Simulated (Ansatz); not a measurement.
## Ansatz (development build ahead of 0.2.0) run

```yaml
crystal:
  periodic: [false, false, false]
  atoms:
    - { symbol: C, position_ang: [0.04923, -0.00385, -1.11149] }
    - { symbol: Cl, position_ang: [-0.02383, 0.03202, 0.62587] }
    - { symbol: H, position_ang: [0.01623, -1.06776, -1.51417] }
    - { symbol: H, position_ang: [-0.84774, 0.51897, -1.47858] }
    - { symbol: H, position_ang: [0.9417, 0.53118, -1.45856] }
basis:
  gaussian: { orbitals: aug-cc-pVDZ }
hamiltonian:
  xc: hf
correlation:
  method: mp2
  frozen_orbitals: { C: 1, Cl: 5, H: 0 }
```

The input is written out in the form of the current development build from the run's settings.

Output:

```yaml
Converged: yes
Reference_energy: -499.11839 hartree
Correlation_energy: -0.30406 hartree
Total_energy: -499.42246 hartree
Spin_squared_of_the_determinant: 0.000
```
